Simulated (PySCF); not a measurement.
Gas-phase reaction: 2 SiH₂F + 5 F₂ → 2 SiF₄ + 4 HF

Method: PySCF energies plus ideal-gas RRHO corrections (1 bar). † marks an energy on the PBE0/def2-TZVP geometry and frequencies; other levels use their own. MP2 and CCSD(T) freeze the core. 6-31G* has spherical d functions here. Open shells (unrestricted): SiH₂F (multiplicity 2); the rest are closed-shell singlets. B3LYP is the form with VWN-RPA correlation. SiH₂F: computed as isolated molecules; such fragments, hydroxides, amides, oligomers or adducts are transient or little studied in the gas. MP2 isn't extrapolated to the basis-set limit. CCSD(T) isn't extrapolated to the basis-set limit.

```tsv
level	ΔH°(298 K), kJ
B3LYP/6-31G*	-3508
CCSD(T)/def2-SVP†	?
HF/6-31G*	-3844
MP2/def2-SVP†	-3846
MP2/def2-TZVPP†	?
PBE/def2-TZVP†	-3617
PBE0/def2-QZVP†	-3850
PBE0/def2-SVP†	?
PBE0/def2-TZVP	?
ωB97X-V/def2-TZVP†	-3815
```

Some entries are withheld; supply them.


- CCSD(T)/def2-SVP†, ΔH°(298 K), kJ: -3664
- MP2/def2-TZVPP†, ΔH°(298 K), kJ: -4082
- PBE0/def2-SVP†, ΔH°(298 K), kJ: -3615
- PBE0/def2-TZVP, ΔH°(298 K), kJ: -3797
